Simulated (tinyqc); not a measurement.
Worked calculation: coupled-perturbed Hartree-Fock on RHF in the sto-3g basis, for H2F+, spin multiplicity 1. One step of it, computed by the program tinyqc.

Problem. Coupled step 2. U_ai = -(mu_ai + sum_bj [4 (ai|bj) - (ab|ij) - (aj|bi)] U_bj) / (e_a - e_i); alpha = -4 sum U_ai mu_ai.

U after step 1:
```
          i1        i2         i3         i4        i5
a6  0.000290  0.045252   0.000000  -0.515511  0.000000
a7  0.000000  0.000000  -0.455080   0.000000  0.000000
```

dipole integrals <a|z|i> (bohr):
```
           i1        i2        i3        i4        i5
a6  -0.032882  0.048954  0.000000  0.540208  0.000000
a7   0.000000  0.000000  0.636199  0.000000  0.000000
```

orbital energies (hartree): MO1 -26.596226, MO2 -1.999937, MO3 -1.099788, MO4 -1.040921, MO5 -1.009800, MO6 -0.071371, MO7 0.032534

Two-electron integrals over orbitals (pq|rs), unique and non-zero (hartree):
```
(11|11) 5.363388    (21|11) -0.507157   (21|21) 0.076055    (22|11) 1.209130
(22|21) -0.020007   (22|22) 0.860972    (31|31) 0.018052    (32|31) 0.026387
(32|32) 0.154634    (33|11) 0.990219    (33|21) -0.008598   (33|22) 0.755337
(33|33) 0.727326    (41|11) 0.130774    (41|21) -0.017094   (41|22) 0.012950
(41|33) 0.004925    (41|41) 0.026662    (42|11) -0.103838   (42|21) 0.007781
(42|22) -0.007785   (42|33) -0.010591   (42|41) 0.028295    (42|42) 0.157224
(43|31) -0.003885   (43|32) 0.005609    (43|43) 0.050616    (44|11) 1.114915
(44|21) -0.013537   (44|22) 0.796356    (44|33) 0.696804    (44|41) -0.009500
(44|42) -0.085304   (44|44) 0.840070    (51|51) 0.029568    (52|51) 0.039285
(52|52) 0.183073    (53|53) 0.038322    (54|51) -0.009459   (54|52) -0.034929
(54|54) 0.051853    (55|11) 1.264020    (55|21) -0.014344   (55|22) 0.882817
(55|33) 0.744669    (55|41) 0.003755    (55|42) -0.057342   (55|44) 0.810435
(55|55) 0.997514    (61|11) 0.184067    (61|21) -0.029329   (61|22) 0.003073
(61|33) 0.001820    (61|41) -0.007029   (61|42) -0.020361   (61|44) 0.012656
(61|55) 0.005166    (61|61) 0.019453    (62|11) -0.262688   (62|21) 0.006342
(62|22) -0.138338   (62|33) -0.088818   (62|41) -0.018470   (62|42) -0.048708
(62|44) -0.083536   (62|55) -0.138937   (62|61) 0.007499    (62|62) 0.075661
(63|31) -0.004107   (63|32) 0.016836    (63|43) 0.017357    (63|63) 0.061732
(64|11) -0.311777   (64|21) 0.004546    (64|22) -0.165441   (64|33) -0.102507
(64|41) -0.003491   (64|42) 0.026995    (64|44) -0.167994   (64|55) -0.174393
(64|61) -0.000352   (64|62) 0.059204    (64|64) 0.097283    (65|51) -0.011931
(65|52) -0.046907   (65|54) -0.011296   (65|65) 0.024786    (66|11) 0.700681
(66|21) -0.005631   (66|22) 0.570545    (66|33) 0.547768    (66|41) 0.015066
(66|42) 0.064026    (66|44) 0.539847    (66|55) 0.546865    (66|61) -0.006022
(66|62) -0.057747   (66|64) -0.031604   (66|66) 0.543581    (71|31) -0.016183
(71|32) -0.022820   (71|43) 0.003562    (71|63) 0.003335    (71|71) 0.014520
(72|31) -0.017388   (72|32) -0.067493   (72|43) 0.023851    (72|63) 0.024933
(72|71) 0.015077    (72|72) 0.054416    (73|11) -0.421108   (73|21) 0.008144
(73|22) -0.211446   (73|33) -0.167576   (73|41) 0.001148    (73|42) 0.062155
(73|44) -0.187058   (73|55) -0.232978   (73|61) -0.004949   (73|62) 0.063151
(73|64) 0.102989    (73|66) -0.019535   (73|73) 0.163407    (74|31) 0.007442
(74|32) 0.056790    (74|43) -0.001460   (74|63) 0.045776    (74|71) -0.006741
(74|72) -0.009275   (74|74) 0.054313    (75|53) -0.025137   (75|75) 0.018508
(76|31) 0.008415    (76|32) 0.082273    (76|43) 0.053521    (76|63) 0.076023
(76|71) -0.007574   (76|72) 0.008634    (76|74) 0.067348    (76|76) 0.155389
(77|11) 0.748004    (77|21) -0.006724   (77|22) 0.588385    (77|33) 0.591733
(77|41) 0.003497    (77|42) 0.012942    (77|44) 0.563858    (77|55) 0.573745
(77|61) 0.001288    (77|62) -0.039084   (77|64) -0.026996   (77|66) 0.532916
(77|73) -0.053161   (77|77) 0.560659
```

Give: U after step 2; polarisability.

Solution.

U after step 2:
```
        i1      i2       i3       i4      i5
a6  0.0003  0.0473   0.0000  -0.5476  0.0000
a7  0.0000  0.0000  -0.4661   0.0000  0.0000
```

polarisability = 2.3601 bohr^3
